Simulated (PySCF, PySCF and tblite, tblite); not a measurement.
# 2H-Pyran, tetrahydro- (C₅H₁₀O): conformers and averaged spectra

Which conformers does 2H-Pyran, tetrahydro- (C₅H₁₀O) (`C1CCOCC1`) populate, and what do their averaged NMR parameters look like?

Computed with tblite 0.8.0 (tight binding) and PySCF 2.14.0 (DFT, with response routines of our own); each step states its level. Atoms count from 0 throughout.

### 1 The molecule as given

16 atoms, charge 0, multiplicity 1; geometry from: MMFF94s geometry.

Bonds of the start (Å): C0–C1 1.53, C0–C5 1.51, C0–H6 1.09, C0–H7 1.10, C1–C2 1.54, C1–H8 1.09, C1–H9 1.08, C2–H10 1.09, C2–H11 1.10, C2–O3 1.42, C4–C5 1.53, C4–H12 1.10, C4–H13 1.10, C5–H14 1.10, C5–H15 1.10, O3–C4 1.43.

### 2 GFN2-xTB relaxation, conformer 1

Job settings and geometry (Å):

```
{"job": {"xc": "GFN2-xTB", "basis": "xTB", "kind": "relax"}, "charge": 0, "multiplicity": 1}
C     -0.348800     1.092000     0.462100
C     -1.372600     0.092600    -0.086500
C     -0.785800    -1.326500    -0.037100
O      0.440300    -1.378400    -0.760400
C      1.434600    -0.538800    -0.171600
C      0.988100     0.919100    -0.226000
H     -0.237600     0.950500     1.539700
H     -0.720000     2.120500     0.319700
H     -2.293600     0.133900     0.498800
H     -1.608000     0.351500    -1.110500
H     -0.643300    -1.665800     0.988300
H     -1.494700    -2.022800    -0.516700
H      1.637500    -0.858400     0.858200
H      2.360500    -0.665100    -0.760000
H      0.892900     1.241900    -1.268100
H      1.742800     1.562800     0.258800
```

Launch:

```bash
$ OMP_NUM_THREADS=1 python ens_run.py task.json out
```

One launch serves the whole session.

The log of the run:

```text
step      E/eV     max force
  0    -540.86468    0.760
  1    -540.89025    0.318
  2    -540.89731    0.284
  3    -540.91101    0.169
  4    -540.91386    0.124
  5    -540.91618    0.116
  6    -540.91756    0.090
  7    -540.91848    0.078
  8    -540.91885    0.052
  9    -540.91916    0.042
 10    -540.91958    0.067
 11    -540.92010    0.091
 12    -540.92062    0.089
 13    -540.92104    0.069
 14    -540.92141    0.050
 15    -540.92177    0.049
 16    -540.92212    0.056
 17    -540.92244    0.051
 18    -540.92275    0.037
 19    -540.92275    0.037
 20    -540.92290    0.032
 21    -540.92312    0.023
 22    -540.92318    0.022
 23    -540.92327    0.020
 24    -540.92334    0.024
 25    -540.92343    0.020
 26    -540.92348    0.016
 27    -540.92352    0.018
 28    -540.92355    0.018
 29    -540.92360    0.021
 30    -540.92364    0.017
 31    -540.92369    0.019
 32    -540.92373    0.016
 33    -540.92378    0.014
 34    -540.92381    0.014
 35    -540.92384    0.013
 36    -540.92385    0.010
 37    -540.92387    0.011
 38    -540.92389    0.009
 39    -540.92390    0.007
 40    -540.92390    0.005
 41    -540.92390    0.004
```

It took 0.3 s on 1 thread of Arm Neoverse N1, shared host.

The energy fell by 0.059 eV, and the atoms moved 0.05 Å (root mean square).

### 3 Shieldings, conformer 1: mPW1PW91/pcSseg-1 in dichloromethane

Job settings and geometry (Å):

```
{"job": {"xc": "mPW1PW91", "basis": "pcSseg-1", "solvent": "dichloromethane", "kind": "nmr", "pop": true}, "charge": 0, "multiplicity": 1}
C     -0.354438     1.090530     0.491102
C     -1.362840     0.104769    -0.095637
C     -0.780864    -1.308515    -0.042761
O      0.448280    -1.398797    -0.725942
C      1.416270    -0.534130    -0.177318
C      0.977487     0.929630    -0.238993
H     -0.215232     0.880759     1.554945
H     -0.721206     2.113899     0.393426
H     -2.302670     0.133214     0.457207
H     -1.563144     0.365564    -1.136530
H     -0.645263    -1.610763     1.008892
H     -1.444500    -2.024624    -0.532216
H      1.614012    -0.814174     0.870578
H      2.323772    -0.696765    -0.762794
H      0.856337     1.218244    -1.284722
H      1.746400     1.560102     0.209351
```

The log of the run:

```text
coarse grid: 12720 points
cycle   1  E = -271.5646345772  dE =  6.993e-01  |g| = 5.638e-01  |ddm| = 3.380e+00
cycle   2  E = -271.5226346560  dE =  4.200e-02  |g| = 7.550e-01  |ddm| = 1.074e+00
cycle   3  E = -271.6277074885  dE = -1.051e-01  |g| = 7.302e-02  |ddm| = 6.769e-01
cycle   4  E = -271.6285417534  dE = -8.343e-04  |g| = 2.999e-02  |ddm| = 6.496e-02
cycle   5  E = -271.6287426121  dE = -2.009e-04  |g| = 6.203e-03  |ddm| = 2.660e-02
cycle   6  E = -271.6287506785  dE = -8.066e-06  |g| = 6.552e-04  |ddm| = 5.455e-03
final grid: 120968 points
cycle   7  E = -271.6795787695  dE = -4.068e-05  |g| = 8.837e-03  |ddm| = 2.653e-02
cycle   8  E = -271.6795647814  dE =  1.399e-05  |g| = 1.249e-02  |ddm| = 1.368e-02
cycle   9  E = -271.6795945041  dE = -2.972e-05  |g| = 8.573e-04  |ddm| = 8.058e-03
cycle  10  E = -271.6795946510  dE = -1.469e-07  |g| = 2.062e-04  |ddm| = 8.889e-04
cycle  11  E = -271.6795946597  dE = -8.720e-09  |g| = 3.547e-05  |ddm| = 2.056e-04
cycle  12  E = -271.6795946599  dE = -2.475e-10  |g| = 9.982e-06  |ddm| = 3.676e-05
converged SCF energy = -271.6795946599

GIAO shielding tensors (ppm)
atom      isotropic    diamagn.    paramagn.     s11        s22        s33       span
  0 C      159.126     247.329     -88.203    153.318    157.287    166.774     13.456
  1 C      155.856     248.737     -92.881    147.006    155.605    164.958     17.951
  2 C      114.268     244.439    -130.171     89.990    100.607    152.206     62.216
  3 O      290.854     397.263    -106.409    240.314    300.082    332.167     91.853
  4 C      114.263     244.441    -130.178     89.988    100.609    152.193     62.204
  5 C      155.856     248.739     -92.883    147.012    155.593    164.963     17.950
  6 H       30.324      31.095      -0.771     27.187     28.160     35.625      8.438
  7 H       29.908      30.072      -0.164     25.430     27.494     36.799     11.370
  8 H       30.362      29.990       0.372     26.289     27.782     37.014     10.725
  9 H       30.174      30.797      -0.623     26.828     28.131     35.564      8.736
 10 H       28.206      29.840      -1.634     23.521     27.825     33.273      9.752
 11 H       27.647      28.745      -1.098     23.148     26.833     32.960      9.812
 12 H       28.207      29.843      -1.635     23.521     27.828     33.273      9.752
 13 H       27.647      28.746      -1.100     23.146     26.834     32.960      9.814
 14 H       30.175      30.798      -0.623     26.830     28.131     35.565      8.736
 15 H       30.362      29.990       0.372     26.289     27.782     37.015     10.725
```

It took 34 s on 1 thread of Arm Neoverse N1, shared host; peak memory 0.85 GiB.

In short: HOMO -7.20 eV, LUMO 1.75 eV; dipole 1.87 D.

The fields below are evaluated on a grid from the run's orbitals.

Frontier orbitals at mPW1PW91/pcSseg-1, with the share of their density that lies nearest to each atom:

```csv
orbital,energy (eV),lies on
HOMO,-7.20,"O3 53 %; C1, C5 about 7 % each"
LUMO,1.75,"H7 13 %; H6, H8, H15 about 10 % each; H11, H13 about 8 % each"
```

ELF in a plane through or near 7 of the atoms.

Values, 10 rows by 14 columns:
```
0.00 0.00 0.00 0.00 0.00 0.00 0.00 0.00 0.00 0.00 0.00 0.00 0.00 0.00
0.00 0.00 0.00 0.00 0.00 0.00 0.01 0.02 0.00 0.00 0.00 0.00 0.00 0.00
0.00 0.00 0.00 0.00 0.00 0.05 0.97 0.99 0.42 0.00 0.00 0.00 0.00 0.00
0.00 0.00 0.08 0.62 0.48 0.10 0.67 0.87 0.16 0.16 0.68 0.35 0.00 0.00
0.00 0.00 0.48 0.96 0.93 0.11 0.86 0.72 0.35 0.31 0.96 0.87 0.03 0.00
0.00 0.00 0.01 0.03 0.38 0.93 0.41 0.08 0.89 0.85 0.13 0.02 0.00 0.00
0.00 0.00 0.25 0.96 0.99 0.27 0.86 0.71 0.27 0.83 0.99 0.77 0.00 0.00
0.00 0.00 0.12 0.92 0.96 0.12 0.67 0.88 0.12 0.47 0.98 0.59 0.00 0.00
0.00 0.00 0.00 0.00 0.01 0.00 0.07 0.17 0.01 0.00 0.01 0.00 0.00 0.00
0.00 0.00 0.00 0.00 0.00 0.00 0.00 0.00 0.00 0.00 0.00 0.00 0.00 0.00
```
The map spans 9.5 Å across and 9.7 Å up, centred on the molecule. Atoms in the plane (x, y in Å): C1 (1.2, 0.5), C2 (1.2, -1.0), O3 (0.0, -1.6), C4 (-1.2, -1.0), C5 (-1.2, 0.5), H11 (2.0, -1.5), H13 (-2.0, -1.5).

On the surface of density 0.002 e/bohr³ the electrostatic potential runs, from the 1st to the 99th percentile, from -1.81 V near O3 to 0.68 V near H15.

### 4 Single-point energy, conformer 1: B3LYP/def2-SVP in dichloromethane

Changed since step 3:

```diff
@@ -1,2 +1,2 @@
-{"job": {"xc": "mPW1PW91", "basis": "pcSseg-1", "solvent": "dichloromethane", "kind": "nmr", "pop": true}, "charge": 0, "multiplicity": 1}
+{"job": {"xc": "B3LYP", "basis": "def2-SVP", "solvent": "dichloromethane", "kind": "sp"}, "charge": 0, "multiplicity": 1}
 C     -0.354438     1.090530     0.491102
```

The log of the run:

```text
coarse grid: 12720 points
cycle   1  E = -271.4385477431  dE =  6.204e-01  |g| = 5.960e-01  |ddm| = 4.015e+00
cycle   2  E = -271.3732728031  dE =  6.527e-02  |g| = 8.444e-01  |ddm| = 1.618e+00
cycle   3  E = -271.5130611769  dE = -1.398e-01  |g| = 8.136e-02  |ddm| = 1.039e+00
cycle   4  E = -271.5141702040  dE = -1.109e-03  |g| = 3.499e-02  |ddm| = 1.019e-01
cycle   5  E = -271.5144545077  dE = -2.843e-04  |g| = 7.002e-03  |ddm| = 3.875e-02
cycle   6  E = -271.5144653424  dE = -1.083e-05  |g| = 7.027e-04  |ddm| = 8.366e-03
cycle   7  E = -271.5144654432  dE = -1.008e-07  |g| = 2.896e-04  |ddm| = 8.728e-04
final grid: 120968 points
cycle   8  E = -271.5744234485  dE = -4.686e-05  |g| = 6.237e-03  |ddm| = 3.706e-02
cycle   9  E = -271.5744158912  dE =  7.557e-06  |g| = 8.682e-03  |ddm| = 1.333e-02
cycle  10  E = -271.5744327585  dE = -1.687e-05  |g| = 7.658e-04  |ddm| = 7.682e-03
cycle  11  E = -271.5744328672  dE = -1.088e-07  |g| = 2.284e-04  |ddm| = 1.048e-03
cycle  12  E = -271.5744328776  dE = -1.034e-08  |g| = 3.442e-05  |ddm| = 2.794e-04
cycle  13  E = -271.5744328778  dE = -2.518e-10  |g| = 9.062e-06  |ddm| = 4.971e-05
converged SCF energy = -271.5744328778
```

Run time: 9.9 s. Hardware: 1 thread of Arm Neoverse N1, shared host; peak memory 0.7 GiB.

This run: HOMO -6.78 eV, LUMO 1.72 eV; dipole 1.71 D.

### 5 The ensemble: properties at mPW1PW91/pcSseg-1 in dichloromethane

Job settings and geometry (Å):

```
{"job": {"study": "conf", "smiles": "C1CCOCC1", "search": {"seed": 1308, "n_embed": 60, "ff_keep": 14, "window": 3.0, "nmax": 10, "temps": [200, 250, 298.15, 350, 400], "t_ref": 298.15, "order": 0.0005}, "level": {"nmr": {"xc": "mPW1PW91", "basis": "pcSseg-1", "solvent": "dichloromethane"}, "sp": {"xc": "B3LYP", "basis": "def2-SVP", "solvent": "dichloromethane"}}, "kind": "conf"}, "charge": 0, "multiplicity": 1}
C     -0.354438     1.090530     0.491102
C     -1.362840     0.104769    -0.095637
C     -0.780864    -1.308515    -0.042761
O      0.448280    -1.398797    -0.725942
C      1.416270    -0.534130    -0.177318
C      0.977487     0.929630    -0.238993
H     -0.215232     0.880759     1.554945
H     -0.721206     2.113899     0.393426
H     -2.302670     0.133214     0.457207
H     -1.563144     0.365564    -1.136530
H     -0.645263    -1.610763     1.008892
H     -1.444500    -2.024624    -0.532216
H      1.614012    -0.814174     0.870578
H      2.323772    -0.696765    -0.762794
H      0.856337     1.218244    -1.284722
H      1.746400     1.560102     0.209351
```

The log of the run:

```text
conformer  sym    E(xTB)   E(DFT)   G(298.15 K)  weight  dipole/D
    1     Cs      0.000    0.000    0.000   1.0000    1.711

mean shielding (ppm) by class
class atoms           200 K      250 K   298.15 K      350 K      400 K
  0 C  0            159.126    159.126    159.126    159.126    159.126
  1 C  1,5          155.856    155.856    155.856    155.856    155.856
  2 C  2,4          114.266    114.266    114.266    114.266    114.266
  3 O  3            290.854    290.854    290.854    290.854    290.854
  4 H  6,7           30.116     30.116     30.116     30.116     30.116
  5 H  8,9,14        30.268     30.268     30.268     30.268     30.268
  6 H  10,11,12      27.927     27.927     27.927     27.927     27.927
```

Run time: 46 s. Hardware: 1 thread of Arm Neoverse N1, shared host. This counts the runs that the step sums up.

The search (ETKDG and KDG, MMFF94s, GFN2-xTB) embedded 60 structures, kept 3 distinct ones after the force field and 1 after xTB; 1 was carried on (window 3.0 kcal/mol at the search's own energies). Energies: B3LYP/def2-SVP in dichloromethane with D3(BJ).

The conformers at 298 K:

```csv
no.,group,mirror pair,ΔE xTB,ΔE DFT,ΔG,weight (%),μ (D),"A, B, C (GHz)"
1,Cs,no,0.00,0.00,0.00,100.0,1.71,"4.74, 4.51, 2.63"
```

Energies in kcal/mol. ΔG holds xTB vibrations and rotation, symmetry numbers and mirror pairs.

Shifts against references run at the same level (1H TMS 31.74, 13C TMS 186.9 ppm of shielding), by class of atoms, at 298 K:

```csv
atoms,environment,average
"C2, C4",sp3 CH2 bonded to O,72.6
"C1, C5",sp3 CH2 in a ring,31.0
C0,sp3 CH2 in a ring,27.7
"H10, H11, H12, H13",hydrogen on an sp3 CH2 bonded to O,3.82
"H6, H7",hydrogen on an sp3 CH2 in a ring,1.63
"H8, H9, H14, H15",hydrogen on an sp3 CH2 in a ring,1.47
O3,ether oxygen,290.9 (σ)
```

Effective distances for nuclear Overhauser effects, ⟨r⁻⁶⟩^(−1/6) over all pairs of two classes (Å): H6···H8 2.57; H8···H10 2.86; H6···H10 3.14.

### 6 Results

| quantity | value |
| --- | --- |
| conformers | 1; the first in weight is no. 1 (Cs), 100 % at 298 K |
| root-mean-square dipole | 1.71 D |
| averaged 13C shifts (mPW1PW91/pcSseg-1 in dichloromethane) | 72.6, 31.0, 27.7 ppm |
| averaged 1H shifts (mPW1PW91/pcSseg-1 in dichloromethane) | 3.82, 1.63, 1.47 ppm |

**Reading.** The search found one conformer in the window, so the averages are its own values.
